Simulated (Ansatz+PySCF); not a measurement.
Two shapes of singlet LiH2O(+).

Shape 1:

```xyz
4

Li    0.0000    0.0000   -1.4887
O     0.0000    0.0000    0.3286
H     0.0000    0.7683    0.9186
H     0.0000   -0.7683    0.9186
```

Shape 2:

```xyz
4

Li    0.0398   -0.0278   -1.5007
O    -0.0384    0.0300    0.3175
H     0.0326    0.7901    0.8875
H    -0.0280   -0.8049    0.8990
```

Basis set: def2-SVP (spherical functions). Left uncorrelated: 1 orbital. Charge 1, multiplicity 1.

Computed with Ansatz (development build ahead of 0.2.0); each method stands on the lowest determinant of its kind that the runs found.

(1) Which shape is lower in energy, and by how much in each method?

Results:

(1)

```json
{"method": "UHF", "E(2) − E(1) (eV)": "0.103"}
{"method": "UHF-MP2", "E(2) − E(1) (eV)": "0.079"}
{"method": "UHF-CCSD", "E(2) − E(1) (eV)": "0.080"}
{"method": "RHF-CCSD(T)", "E(2) − E(1) (eV)": "0.078"}
{"method": "ωB97X (restricted)", "E(2) − E(1) (eV)": "0.076"}
```

Shape 1 is lower.
